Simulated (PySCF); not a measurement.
Species: BH (singlet state).
SMILES: `[BH]`

The calculation used PBE0-D3(BJ)/def2-SVP geometry optimisation, gas phase (PySCF).

Masses are those of the commonest isotopes; rigid-rotor values at the optimised geometry. 

Task: What are the moment of inertia and the rotational constant?

Result: I = 1.448 u·Å², B = 505379 MHz·u·Å²/I = 348979 MHz (11.6407 cm⁻¹, or 16.748 K as hB/k). For two atoms I = μr² with μ = 0.9233 u and r = 1.2524 Å.

Task: List the first levels of a rigid rotor in a Σ state.

Result: E(J) = BJ(J+1): J = 1: 23.281, J = 2: 69.844, J = 3: 139.688, J = 4: 232.813, J = 5: 349.220, J = 6: 488.908 cm⁻¹.

Task: Where do the first rotational lines fall?

Result: The dipole is 1.60 D; J+1 ← J lies at 2B(J+1): 1 ← 0 at 697.96 GHz, 2 ← 1 at 1395.91 GHz, 3 ← 2 at 2093.87 GHz, 4 ← 3 at 2791.83 GHz, 5 ← 4 at 3489.79 GHz, 6 ← 5 at 4187.74 GHz.

Task: Estimate the classical rotational partition function at 200 K and 500 K.

Result: Point group C∞v, symmetry number σ = 1; q = kT/(σhB), k/h = 20836.6 MHz/K: 11.9 at 200 K, 29.9 at 500 K.

No PBE0-D3(BJ)/def2-SVP frequencies stand behind this structure, so it isn't proved a minimum. Constants of a rigid frame at the computed geometry: no zero-point averaging, no centrifugal distortion.
